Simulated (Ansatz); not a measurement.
Consider the formal exchange of groups at a C–C bond: `CCCC(C)C` + `CCCC` → `CCCCCC(C)C` + `CC`.

Calculated with Ansatz (gas phase, PBE0-D4/def2-TZVP geometries, no zero-point term in ΔE). CCSD(T)/CBS is the MP2 limit (def2-TZVPP, def2-QZVPP) plus CCSD(T) − MP2 in def2-TZVPP, frozen cores. This one scheme is used for every species. Functionals use def2-TZVPP. Each species was taken in one conformer, which may not be the lowest.

`CCCC(C)C`:

Z-matrix (Å, degrees):
```
C
C 1 1.520
H 1 1.094 2 111.0
H 1 1.093 2 111.9 3 120.0
H 1 1.092 2 111.2 3 -119.9
C 2 1.524 1 114.0 3 -55.5
H 2 1.095 1 109.6 3 -179.1
H 2 1.095 1 109.1 3 65.7
C 6 1.528 2 116.1 1 -59.8
H 6 1.098 2 109.0 1 177.7
H 6 1.097 2 108.7 1 62.6
C 9 1.522 6 110.1 2 177.8
C 9 1.522 6 112.2 2 -58.6
H 9 1.097 6 108.2 2 60.5
H 12 1.093 9 111.4 6 -177.4
H 12 1.095 9 110.7 6 62.8
H 12 1.093 9 111.4 6 -56.9
H 13 1.093 9 111.0 6 -178.0
H 13 1.095 9 110.6 6 -58.6
H 13 1.092 9 112.2 6 61.7
```

`CCCC`:

```xyz
14

C     1.449   -1.031    0.792
C     0.741    0.127    0.111
C    -0.741   -0.128   -0.112
C    -1.449    1.031   -0.791
H     1.369   -1.946    0.198
H     2.512   -0.824    0.939
H     1.012   -1.238    1.773
H     1.218    0.335   -0.854
H     0.863    1.038    0.709
H    -1.218   -0.338    0.853
H    -0.863   -1.037   -0.712
H    -1.011    1.241   -1.771
H    -1.370    1.945   -0.195
H    -2.511    0.824   -0.940
```

`CCCCCC(C)C`:

Cartesian coordinates in Å:
```
C -0.123 -0.906 3.656
C 0.337 0.177 2.696
C 0.350 -0.278 1.246
C 0.801 0.808 0.283
C 0.927 0.354 -1.165
C -0.347 -0.185 -1.812
C -1.479 0.832 -1.789
C -0.059 -0.634 -3.238
H 0.529 -1.782 3.603
H -0.124 -0.555 4.690
H -1.138 -1.238 3.417
H 1.341 0.516 2.976
H -0.314 1.054 2.791
H 1.009 -1.150 1.145
H -0.653 -0.627 0.975
H 0.114 1.660 0.352
H 1.775 1.189 0.613
H 1.291 1.194 -1.771
H 1.701 -0.421 -1.227
H -0.672 -1.067 -1.246
H -1.767 1.104 -0.771
H -1.184 1.750 -2.308
H -2.368 0.440 -2.289
H -0.946 -1.067 -3.707
H 0.261 0.214 -3.853
H 0.737 -1.383 -3.266
```

`CC`:

```xyz
8

C    -0.672    0.162    0.315
C     0.672   -0.162   -0.315
H    -0.551    0.729    1.241
H    -1.294    0.758   -0.356
H    -1.228   -0.747    0.557
H     0.551   -0.729   -1.241
H     1.294   -0.758    0.356
H     1.228    0.747   -0.557
```

```json
{"level": "PBE0", "ΔE (kJ/mol)": "0.7"}
{"level": "CCSD/def2-TZVPP", "ΔE (kJ/mol)": "-0.5"}
{"level": "CCSD(T)/def2-TZVPP", "ΔE (kJ/mol)": "-0.9"}
{"level": "MP2/CBS(def2)", "ΔE (kJ/mol)": "-0.8"}
```

**Question.** What does CCSD(T)/CBS give? (Best estimate.)

**Answer.** Computed: -0.7 kJ/mol. The listed levels differ from it by 1.4, 0.2, -0.2, -0.1 kJ/mol.

Largest T1 diagnostic among the species: 0.009.
